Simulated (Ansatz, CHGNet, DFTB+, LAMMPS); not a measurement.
# How well does each level of theory give the lattice parameter a of hcp Hf?

Reference value: 3.194 Å (measured, 293 K, no zero-point or thermal correction, sources range from 3.194 to 3.200; as tabulated in Wikipedia's data pages).

**Question.** What do Lennard-Jones uff-vdw, GFN1-xTB, CHGNet 0.3.0, LDA, PBE, PBE-D4, r²SCAN+rVV10, HSE06, PBE0 give, and how far is each from the reference?

**Answer.** 
```csv
level (code),value (Å),difference (%)
Lennard-Jones uff-vdw (LAMMPS),3.052,-4.45
GFN1-xTB (DFTB+),4.163,+30
CHGNet 0.3.0 (CHGNet),3.164,-0.94
LDA (Ansatz),3.119,-2.35
PBE (Ansatz),3.205,+0.34
PBE-D4 (Ansatz),3.189,-0.16
r²SCAN+rVV10 (Ansatz),3.185,-0.28
HSE06 (Ansatz),3.221,+0.85
PBE0 (Ansatz),3.218,+0.75
```

Leaving aside Lennard-Jones uff-vdw, which can be fitted to such values or carry a doubt: The reference is not for a static lattice or low temperature, so close values are not ranked against it. Off by more than 1.25 % (a bound picked here): GFN1-xTB (+30 %), LDA (-2.35 %).

The reference has no zero-point or thermal correction, while the calculations are for a static lattice, so the differences are not the levels' errors alone. A static lattice is as a rule a little smaller than the measured one.  Density-functional levels without +SOC have no spin–orbit coupling. Lennard-Jones uff-vdw: this is a force field's van der Waals term alone, without bonds or charges. GFN1-xTB: the cell moved over 20 % in volume from its start. GFN1-xTB: the method was fitted mainly to molecules. Cutoffs and k meshes differ between the levels. Ansatz's density-functional and Hartree–Fock values are scalar-relativistic unless marked +SOC, with PAW data made under PBE.

Machine-learned potentials (CHGNet 0.3.0) are trained on DFT data, which may include these solids.

Differences are worked out from the printed values.

Ansatz is a first-principles code.
